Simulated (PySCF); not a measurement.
Gas-phase reaction: CH3CHF2 + 2 C4H8 (isobutene) = 2 C2HF + 3 C2H6

Method: PySCF energies (xtb for GFN2) plus ideal-gas RRHO corrections (1 bar). † marks an energy on the PBE0/def2-TZVP geometry and frequencies; other levels use their own. All species are closed-shell singlets.

```
level              ΔH°(298 K), kJ
-----------------  --------------
BLYP/def2-TZVP†               426
GFN2-xTB                      387
PBE/def2-SVP                  499
PBE0/def2-QZVP†               511
PBE0/def2-SVP†                ___
r2SCAN/def2-TZVP†             ___
LDA/def2-TZVP†                ___
```

Question: Complete the blanks.

Answer: 
- PBE0/def2-SVP†, ΔH°(298 K), kJ: 527
- r2SCAN/def2-TZVP†, ΔH°(298 K), kJ: 516
- LDA/def2-TZVP†, ΔH°(298 K), kJ: 575
